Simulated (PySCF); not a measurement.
C2H7OP.
SMILES: `C[PH](C)=O`

The closed-shell ground state was solved at several levels (PySCF, density fitting, gas phase, non-relativistic). Geometry: PBE0-D3(BJ)/def2-SVP; no solvent, vibrations or thermal averaging.

```json
{"level": "wB97X-D/pcSseg-2", "basis functions": "249", "HOMO (eV)": "-9.65", "LUMO (eV)": "2.00", "gap (eV)": "11.65", "dipole (D)": "4.46"}
{"level": "PBE0/pcSseg-1", "basis functions": "110", "HOMO (eV)": "-7.61", "LUMO (eV)": "1.00", "gap (eV)": "8.61", "dipole (D)": "4.22"}
```

Q: Estimate the row for CAM-B3LYP/def2-SVPD, a basis of 143 functions; the other rows only guide the guess.

A: HOMO -9.17 eV, LUMO 1.09 eV, gap 10.26 eV, dipole 4.56 D.

Q: Over all these levels, which gives the widest orbital gap and which the narrowest?

A: wB97X-D/pcSseg-2 (range-separated hybrid) has the widest, 11.65 eV, and PBE0/pcSseg-1 (global hybrid, 25 % exact exchange) the narrowest, 8.61 eV. Functional and basis both differ between the two, so the spread mixes both effects.

Q: How far do the dipole and the HOMO energy spread over the levels?

A: The dipole runs from 4.22 to 4.56 D (mean 4.41 D) and the HOMO from -9.65 to -7.61 eV.
